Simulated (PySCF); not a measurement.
Gas-phase reaction: 3 CH3SiH3 + 2 C3H6 (cyclic) → 3 (CH3)3SiH

Method: PySCF energies plus ideal-gas RRHO corrections (1 bar). † marks an energy on the PBE0/def2-TZVP geometry and frequencies; other levels use their own. CCSD(T) freezes the core. All species are closed-shell singlets. CCSD(T) isn't extrapolated to the basis-set limit. The harmonic model lacks anharmonicity and excited electronic states, which grow with temperature; levels with a mode under 35 cm⁻¹ are left out. Internal rotation in CH3SiH3, (CH3)3SiH is treated as a harmonic vibration of one conformer, which makes the entropy rough.

| level | ΔE electronic, kJ | ΔH°(298 K), kJ | ΔS°(298 K), J/K | ΔG°(1400 K), kJ |
|---|---|---|---|---|
| BLYP/def2-TZVP† | -445 | -415 | -246 | -110 |
| CCSD(T)/def2-SVP† | -433 | -403 | -246 | -98 |
| M06-2X/def2-TZVP† | -484 | -454 | -246 | -149 |
| PBE0/def2-SVP† | -461 | -430 | -246 | -125 |
| PBE0/def2-TZVP | -484 | -453 | -246 | -148 |
| r2SCAN/def2-TZVP† | -508 | -477 | -246 | -172 |
| LDA/def2-TZVP† | -519 | -488 | -246 | -183 |
| ωB97M-V/def2-TZVP† | -505 | -475 | -246 | -170 |
ΔH° is lowest at LDA/def2-TZVP† and highest at CCSD(T)/def2-SVP†. No reference value is set beside these.
